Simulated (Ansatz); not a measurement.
**Ni: which structure is lowest?**

Computed with DFT, BLYP, plane waves (420 eV) with PAW, scalar-relativistic (Ansatz). The PAW files were generated under PBE, with cores re-solved for the functional.

Each structure is relaxed within its own symmetry, so a high-lying one may be dynamically unstable.

| structure | ΔE (meV/atom) | V (Å³/atom) | cell | magnetic state |
| --- | --- | --- | --- | --- |
| fcc | 0 | 11.45 | a = 3.577 Å | ferromagnetic, net 0.62 μB per atom |
| dhcp | 12 | 11.46 | a = 2.528 Å, c = 8.284 Å (c/a = 3.277) | ferromagnetic, net 0.64 μB per atom |
| hcp | 28 | 11.48 | a = 2.526 Å, c = 4.156 Å (c/a = 1.645) | ferromagnetic, net 0.62 μB per atom |
| bcc | 89 | 11.55 | a = 2.848 Å | ferromagnetic, net 0.56 μB per atom |
| omega (AlB2-type) | 109 | 11.69 | a = 4.057 Å, c = 2.460 Å (c/a = 0.606) | ferromagnetic, net 0.63 μB per atom |
| A15 | 127 | 11.71 | a = 4.542 Å | ferromagnetic, net 0.60 μB per atom |
| simple cubic | 539 | 13.28 | a = 2.368 Å | ferromagnetic, net 0.53 μB per atom |
| diamond | 862 | 17.47 | a = 5.190 Å | ferromagnetic, net 0.79 μB per atom |

ΔE counts from fcc.

Differences under about 8 meV lie within the error of the k-point mesh.
